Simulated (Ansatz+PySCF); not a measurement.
The numbers below are computed, except where a source is named.
## Several solutions for singlet LiH in separate pieces

| atom | x (Å) | y (Å) | z (Å) |
| --- | --- | --- | --- |
| Li | 0.0000 | 0.0000 | -1.1984 |
| H | 0.0000 | 0.0000 | 3.5951 |

Basis set: cc-pVDZ (spherical functions). Charge 0, multiplicity 1.

UHF was run from several starts with Ansatz (development build ahead of 0.2.0) and PySCF 2.14.0.

```tsv
run	program	start	converged	energy (hartree)	<S²>
A	PySCF	guess huckel, instabilities followed	yes	-7.93185	1.00
B	Ansatz	atomic start, no search	yes	-7.84111	0.00
C	Ansatz	stability test followed	yes	-7.93185	1.00
D	PySCF	guess minao, instabilities followed	yes	-7.93185	1.00
E	PySCF	program defaults	yes	-7.84111	0.00
F	Ansatz	search for the lowest state	yes	-7.93185	1.00
G	PySCF	guess 1e, instabilities followed	yes	-7.93185	1.00
H	PySCF	guess atom, instabilities followed	yes	-7.93185	1.00
```

Which runs reached the lowest solution of this kind, and what is wrong with the others?

A, C, D, F, G, H reached the lowest solution found. Converged but too high: B by 2.47 eV, E by 2.47 eV. Convergence only shows a stationary point, and even a stable one can lie too high; stability tests and further starts are what find lower ones. Caution: the unrestricted determinant is a mixture of spin states.
